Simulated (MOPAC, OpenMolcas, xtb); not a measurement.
How methods differ on C2H3F2 (1,1-difluoroethyl)

C2H3F2 has 7 atoms, charge 0, and is taken as a doublet. As SMILES, `C[C](F)F`. The shape is that of a GFN2-xTB optimisation.

```xyz
7

C    -0.1740    0.6436   -0.0040
C     0.1782   -0.7612    0.2883
F    -0.6580   -1.7240   -0.1286
F     1.4427   -1.1555    0.0756
H     0.5076    1.3035    0.5270
H    -1.1948    0.8305    0.3185
H    -0.1017    0.8631   -1.0769
```

Each level gives the dipole moment (D). The values are calculated.

```
                                               level            kind     program  value (D)   CPU time
                                                 AM1  semi-empirical       MOPAC       2.00  under 2 s
                                                 PM7  semi-empirical       MOPAC       2.48  under 2 s
                                            GFN0-xTB  semi-empirical         xtb       1.95  under 2 s
                                            GFN1-xTB  semi-empirical         xtb       2.48  under 2 s
                                          UHF/STO-3G    Hartree–Fock  OpenMolcas       1.38        3 s
                                           UHF/3-21G    Hartree–Fock  OpenMolcas       2.54      3.8 s
                                        UHF/def2-SVP    Hartree–Fock  OpenMolcas       2.42      7.2 s
                                         UBLYP/3-21G             GGA  OpenMolcas       1.70       20 s
UHCTH407/6-31G** (RICD fitting, Cartesian functions)             GGA  OpenMolcas       1.74       11 s
                 UB3LYP/6-31G* (spherical functions)   global hybrid  OpenMolcas       1.85       33 s
```

The values span 1.38 to 2.54 D. Sets without polarisation functions give poor dipoles. Times are those of the runs behind each value, whatever else they computed, on shared processors of several kinds: orders of magnitude only.
